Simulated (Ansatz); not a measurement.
Al3H⁺. Charge 1, multiplicity 2. Geometry PBE-D4/def2-TZVP, that of the neutral singlet; atoms count from 1.

```
atom   x (Å)   y (Å)   z (Å)
 Al1  -0.014   1.403   1.350
 Al2  -1.849   0.033   0.610
 Al3   0.441  -0.340  -0.464
  H4   1.422  -1.096  -1.496
```

The structure comes from a short search, and lower isomers may exist.

(1) Estimate the Mulliken populations from the PBE0/def2-TZVP orbitals of Ansatz.

(2) Where does the spin sit?

(3) And the Mayer bond orders between heavy atoms (over 0.3)?

Answers

(1) 
```tsv
atom	charge (e)	spin (α − β)
Al1	0.33	0.34
Al2	0.33	0.34
Al3	0.32	0.31
H4	0.02	0.00
```
Mulliken values depend strongly on the basis.

(2) Summed by element: Al 1.00, H 0.00, of 1 unpaired in all. Largest on single atoms: Al1 0.34, Al2 0.34, Al3 0.31.

(3) Al1–Al2 1.11 (2.41 Å); Al1–Al3 0.81 (2.56 Å); Al2–Al3 0.81 (2.56 Å).
